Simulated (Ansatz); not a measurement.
Cu: levels along high-symmetry lines

```yaml
crystal:
  lattice:
    - [0.00000, 1.81488, 1.81488]
    - [1.81488, 0.00000, 1.81488]
    - [1.81488, 1.81488, 0.00000]
  atoms:
    - { symbol: Cu, position: [0.00000, 0.00000, 0.00000] }
```

The conventional cell has a = 3.630 Å, b = 3.630 Å, c = 3.630 Å, α = 90.00°, β = 90.00°, γ = 90.00°. Cu (atom 1) is surrounded by 12 Cu at 2.57 Å.

The cell was built from the fcc type and relaxed in the same program, and has space group Fm-3m; it needn't be a known or the stable phase.

Level of theory: DFT, PBE, all-electron LAPW, scalar-relativistic in Ansatz 0.2.0.

Numerical set-up: a Γ-centred 20×20×20 k mesh, Fermi–Dirac smearing of 0.03 eV, basis error target 0.5 meV/atom, no spin polarisation.

Points in fractions of the reciprocal vectors of this cell: Γ (0, 0, 0), X (0.5, 0, 0.5), U (0.625, 0.25, 0.625), K (0.375, 0.375, 0.75), L (0.5, 0.5, 0.5), W (0.5, 0.25, 0.75). The path joins them by straight lines in the order Γ–X–U–K–Γ–L–W–X; legs that retrace an earlier one aren't tabulated. Energies are in eV from the Fermi level.

Problem. Is there a gap?

Solution. none: with an odd electron count and no spin polarisation the bands can't all be full, a metal in this set-up (spin order or a larger cell could open a gap).

Problem. List the levels between -8 and 6 eV at the symmetry points.

Solution. 
Γ: -2.93 (×3), -2.12 (×2)
X: -4.78, -4.32, -1.57, -1.41 (×2), 1.48
U: -4.20, -3.97, -2.68, -1.98, -1.60, 4.30, 5.69
K: -4.20, -3.97, -2.68, -1.98, -1.60, 4.30, 5.69
L: -4.99, -2.97 (×2), -1.55 (×2), -0.99, 3.72
W: -4.04, -3.44 (×2), -2.16, -1.41
